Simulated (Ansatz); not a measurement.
# SiH2O (oxosilane) at HF/def2-TZVPP

What is the vertical ionisation energy of SiH2O (oxosilane) at HF/def2-TZVPP? 

The results are computed with Ansatz 0.2.0.

50 further runs of the same task are left out: 50 set aside as unsound or not needed.

**1. The system as given**

SiH2O has 4 atoms, charge 0, and is taken as a singlet. SMILES: `O=[SiH2]`. The coordinates come from a PBE0-D4/def2-TZVP relaxation.

Bond lengths: O1–Si2 1.516 Å, Si2–H3 1.485 Å, Si2–H4 1.486 Å. Angles: O1–Si2–H3 124.0°, O1–Si2–H4 124.0°, H3–Si2–H4 111.9°.

**2. A single-point energy at HF/def2-TZVPP**

job.yaml reads:

```yaml
crystal:
  periodic: [false, false, false]
  atoms:
    - {symbol: O, position_ang: [-0.283200, 0.413500, 1.469500]}
    - {symbol: Si, position_ang: [-0.006700, 0.009800, 0.034900]}
    - {symbol: H, position_ang: [0.439900, -1.346000, -0.376200]}
    - {symbol: H, position_ang: [-0.150000, 0.922700, -1.128300]}
basis:
  gaussian: {orbitals: def2-TZVPP}
hamiltonian: {xc: hf}
accuracy: high
output: {orbitals: {seedname: orbitals}}
```

Launch:

```sh
$ ansatz run job.yaml --threads 1 --pin off --max-ram 3480MiB --events-out events.jsonl --progress --plain --runs-dir runs
```

The program printed:

```text
Warning: RAYON_NUM_THREADS=1 ignored (pool sized by the plan → 1); use --threads N
Functional definition: HF
  name "HF"
  exchange = exact_x
  correlation = 0
1618 factors; integrals over basis functions are off by at most 3.1e-9 eV
mean field evaluation 1: about -9927.2494 eV, gradient 4.7e1 eV
mean field evaluation 2: about -9927.2495 eV, gradient 4.7e1 eV
mean field evaluation 4: about -9931.7349 eV, gradient 2.8e0 eV
mean field evaluation 8: about -9931.7708 eV, gradient 1.9e-1 eV
mean field evaluation 16: about -9931.7713 eV, gradient 2.6e-8 eV
mean field -9931.77125577 eV, -364.9858616531 hartree, gradient 2.6e-8 eV, S^2 0.000000; 0 other end points of the search recorded, 0 dependent functions left out
reference -9931.77125577 eV, -364.9858616531 hartree; 12, 12 occupied and 89, 89 virtual orbitals, 1618 factors
Total energy: -9931.77125577 eV, -364.9858616531 hartree
```

Run time: 2.1 s. Hardware: 1 thread of Arm Neoverse V2, shared host; peak memory 0.21 GiB.

**3. The doublet cation, same level**

molecule.yaml reads:

```yaml
crystal:
  periodic: [false, false, false]
  atoms:
    - {symbol: O, position_ang: [-0.283200, 0.413500, 1.469500]}
    - {symbol: Si, position_ang: [-0.006700, 0.009800, 0.034900]}
    - {symbol: H, position_ang: [0.439900, -1.346000, -0.376200]}
    - {symbol: H, position_ang: [-0.150000, 0.922700, -1.128300]}
basis:
  gaussian:
    orbitals: def2-TZVPP
total_charge: 1
magnetization:
  spin_polarized: true
  initial_magnetization: 1
hamiltonian:
  xc: hf
accuracy: high
output: {orbitals: {seedname: orbitals}}
```

Launch:

```sh
$ ansatz run molecule.yaml --threads 1 --pin off --max-ram 3480MiB --events-out events.jsonl --progress --plain --runs-dir runs
```

The program printed, cut to the lines that bear on the results:

```text
Warning: RAYON_NUM_THREADS=1 ignored (pool sized by the plan → 1); use --threads N
[... 2 set-up lines as earlier in the session ...]
[...]
1618 factors; integrals over basis functions are off by at most 3.1e-9 eV
[...]
mean field -9922.81556249 eV, -364.6567459956 hartree, gradient 5.4e-8 eV, S^2 0.760369; 4 other end points of the search recorded, 0 dependent functions left out
reference -9922.81556249 eV, -364.6567459956 hartree; 12, 11 occupied and 89, 90 virtual orbitals, 1618 factors
Total energy: -9922.81556249 eV, -364.6567459956 hartree
```

Wall time 6.6 s (1 thread of Arm Neoverse V2, shared host); peak memory 0.26 GiB.

**4. Results**

Level: HF/def2-TZVPP.

```
                                          quantity          value
                       singlet SiH2O: total energy  -364.98586 Eh
                        singlet SiH2O: HOMO energy      -12.06 eV
                        singlet SiH2O: LUMO energy        0.97 eV
                      singlet SiH2O: HOMO–LUMO gap       13.02 eV
                      doublet cation: total energy  -364.65675 Eh
doublet cation: HOMO energy (highest over α and β)      -20.98 eV
 doublet cation: LUMO energy (lowest over α and β)       -6.70 eV
                              doublet cation: ⟨S²⟩          0.760
vertical ionisation energy (to the doublet cation)       8.956 eV
```

Removing an electron at fixed nuclei costs 8.96 eV (864 kJ/mol). The negative HOMO energy of the first species, 12.06 eV, lies 3.10 eV above that difference.
